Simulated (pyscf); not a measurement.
This saddle point was located with ωB97X-D3(BJ)/def2-SVP in PySCF.

```xyz
7

F     -0.5900     1.6811    -0.5605
Si     0.2659     0.2951    -0.4837
F      1.1271     0.4139     0.8977
N     -0.9285    -1.0439     0.0030
H      0.0368    -1.2046    -1.0314
H     -0.9181    -1.5127     0.9137
H     -1.8595    -1.0561    -0.4180
```

Surface: singlet, charge 0. Lowest wavenumbers (cm⁻¹): 1603i, 132, 241, 280, 368.

Q: Which two sides does it connect, and which bonds change?

A: difluorosilylene (F–Si:–F) [singlet] + ammonia (NH₃) <-> H₂N–SiH(F)–F, an insertion read from left to right: H–N broken and N–Si, H–Si formed. At CCSD(T)/def2-TZVPP + ΔMP2(QZVPP) it lies +26.9 kcal/mol from the left side and +78.5 kcal/mol from the right (each side as separated species at their lowest minima found). On the reactant side the descent ends in an adduct with a N–Si contact, 19.9 kcal/mol under the separated species and 45.0 kcal/mol under the saddle at ωB97X-D3(BJ)/def2-TZVP. What is counted as formed (N–Si) is already present as a longer contact in the reactant adduct; forming that adduct is a step of its own. This is the saddle that the search found; another between the same sides may lie lower. The CCSD(T) − MP2 part came from Ansatz, without density fitting, on the same reference.
